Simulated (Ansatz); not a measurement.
One starting cell of CaO (a generated trial cell of CaO in the rocksalt structure type) was relaxed twice with Ansatz (plane waves, PAW, scalar-relativistic): with r2SCAN at 500 eV and with PBE at 420 eV. The r2SCAN result:

```cif
data_Ca4O4
_chemical_formula_sum 'O4 Ca4'
_space_group_name_H-M_alt 'Fm-3m'
_space_group_IT_number 225
_space_group_name_Hall '-F 4 2 3'
_cell_length_a 4.79504
_cell_length_b 4.79504
_cell_length_c 4.79504
_cell_angle_alpha 90.000
_cell_angle_beta 90.000
_cell_angle_gamma 90.000
loop_
_atom_site_label
_atom_site_type_symbol
_atom_site_symmetry_multiplicity
_atom_site_Wyckoff_symbol
_atom_site_fract_x
_atom_site_fract_y
_atom_site_fract_z
_atom_site_occupancy
O1 O 4 a 0.00000 0.00000 0.00000 1
Ca1 Ca 4 b 0.50000 0.50000 0.50000 1
```
(The calculation used a cell of 2 atoms; values per cell refer to that cell.)

| quantity | r2SCAN | PBE |
|---|---|---|
| space group | Fm-3m | Fm-3m |
| volume (Å³/atom) | 13.78 | … |
| a (Å) | 4.795 | … |
| gap (eV, no spin-orbit coupling) | 4.20 | … |

Question: Fill in the PBE column.

Answer: 
- volume (Å³/atom), PBE: 14.09
- a (Å), PBE: 4.831
- gap (eV, no spin-orbit coupling), PBE: 3.66

Both levels end in the same structure; PBE's volume is 2.2 % larger; its gap is 0.54 eV smaller. Neither column is exact.

No spin polarisation in the result.

Measured for CaO: a 4.781 Å (static lattice; corrected from measurement; as listed in Wei Chen et al., Physical Review Materials (2018)). Computed minus measured — a: r2SCAN +0.3 %, PBE +1.0 %. The computed values are for a static lattice.

The run could not lose the symmetry of its start; a randomly shaken copy of 2 atoms returns to this structure.

All atoms sit on sites fixed by symmetry, so only the cell could relax.

Ansatz is an electronic-structure program.
